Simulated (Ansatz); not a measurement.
# SiP (quartet): wave-function methods side by side, cc-pVDZ

How much of the correlation energy of SiP (quartet) does each wave-function method recover here?

Method: cc-pVDZ, core rule «outside noble gas», up to 10 orbitals frozen; program: Ansatz 0.2.0, Gaussian basis.

Plan: UHF; CCSD(T) on ROHF; CCSD(T) on UHF; BCCD(T) on ROHF; CISD as a restricted active space (open shells left free, so some higher excitations enter); CCSDT(Q) on ROHF; CCSDT(Q) on UHF; CISDTQ; CCSDTQ on ROHF; CCSDTQ on UHF; CASSCF and MRCISD+Q, 9 electrons in 8 orbitals; CASSCF and NEVPT2, 9 electrons in 8 orbitals; Full CI.

5 further runs of the same task are left out: 5 set aside as unsound or not needed. Runs told in other sessions of the task aren't counted.

## 1. The system

The geometry is a PBE0/def2-TZVP stationary point (not a proven minimum).

2 atoms, charge 0, spin multiplicity 4.

Atoms are counted from 1 here; the program's logs count them from 0.

Bond lengths: Si1–P2 2.343 Å.

## 2. UHF

in.yaml reads:

```yaml
crystal:
  periodic: [false, false, false]
  atoms:
    - {symbol: Si, position_ang: [0.000000, 0.000000, 0.000000]}
    - {symbol: P, position_ang: [0.000000, 0.000000, 2.343000]}
basis:
  gaussian: {orbitals: cc-pVDZ}
magnetization: {spin_polarized: true, initial_magnetization: 3}
hamiltonian: {xc: hf}
output: {orbitals: {seedname: orbitals}}
```

Run with:

```
$ ansatz run in.yaml --threads 1 --pin off --events-out ev --progress --plain --max-ram 4160MiB --backend cpu
```

The runs that follow: CCSD(T) on ROHF; CCSD(T) on UHF; BCCD(T) on ROHF; CISD as a restricted active space (open shells left free, so some higher excitations enter); CCSDT(Q) on ROHF; CCSDT(Q) on UHF; CISDTQ; CCSDTQ on ROHF; CCSDTQ on UHF; CASSCF and MRCISD+Q, 9 electrons in 8 orbitals; CASSCF and NEVPT2, 9 electrons in 8 orbitals; Full CI.

**Question.** What will the summary of the whole plan be? Wanted: FCI from the RHF energy; RMP2 from FCI; UMP2 from FCI; RCCSD from FCI; RCCSD(T) from FCI; UCCSD(T) from FCI; RCCSDT(Q) from FCI; UCCSDT(Q) from FCI; T1 diagnostic.

As calculated:

```
                         quantity                                                           value
          FCI from the ROHF energy                                                      -4.9258 eV
                    RMP2 from FCI                                                     +1140.3 meV
                    UMP2 from FCI                                                     +1184.9 meV
                   RCCSD from FCI                                                      +197.5 meV
                RCCSD(T) from FCI                                                       +49.5 meV
                UCCSD(T) from FCI                                                       +49.4 meV
               RCCSDT(Q) from FCI                                                        +1.5 meV
               UCCSDT(Q) from FCI                                                        +0.8 meV
levels within 1 kcal/mol (43 meV)  RCCSDT, UCCSDT, CISDTQ, RCCSDT(Q), UCCSDT(Q), RCCSDTQ, UCCSDTQ
                    T1 diagnostic                                                           0.026
   effectively unpaired electrons                                                            3.10
```

What this shows: RCCSD(T) lands +49.5 meV from the yardstick (1.0 % of the correlation energy). One determinant dominates. These misses are within one basis, not against nature; the frozen cores of restricted and unrestricted runs differ, which can shift their rows.

Levels on UHF freeze UHF's core orbitals, full CI those of ROHF, so the U rows can settle a little off it for that reason alone.

With open shells the CI space here admits some higher excitations, so it is larger than plain CISD.
